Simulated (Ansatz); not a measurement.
Ideal-gas functions of BF2H (`FBF`) at 400 K and 1 bar, from an Ansatz frequency run at PBE0-D4/def2-TZVP.

Molar mass 49.82 g/mol, point group C2v (symmetry number 2), electronic degeneracy 1, moments of inertia 6.755, 48.18, 54.936 u Å². Harmonic wavenumbers (cm⁻¹, unscaled): 539, 925, 1088, 1187, 1445, 2694.

Use S(trans) = R[1.5 ln M + 2.5 ln T − 1.1517]; rotational temperatures θ = 24.2544 K / I; S(rot) = R[ln(√π/σ · √(T³/θAθBθC)) + 1.5]; for each mode x = 1.438777 ν̃/T, S = R[x/(eˣ − 1) − ln(1 − e⁻ˣ)] and H = RT x/(eˣ − 1); 1 cm⁻¹ = 0.0119627 kJ/mol; R = 8.31446 J/(mol·K).

Question: By hand: the entropy, in J/(mol·K).

Answer: Translation 163.7. Rotation: θ = 3.5906, 0.5034, 0.4415 K, giving 87.1. Vibration, mode by mode: 4.00, 1.33, 0.83, 0.62, 0.29, 0.01, in all 7.1. Electronic 0.0. Sum 257.9 J/(mol·K).

Question: By hand: H − E and G − E in kJ/mol, counted from the electronic energy.

Answer: Zero-point energy ½ × 7878 × 0.0119627 = 47.1; thermal vibration 2.1; translation, rotation and pV give 4 RT = 13.3. H − E = 62.5 kJ/mol, and G − E = 62.5 − 400 × 257.9/1000 = -40.7 kJ/mol.

Vibration gives 3 % of the entropy.
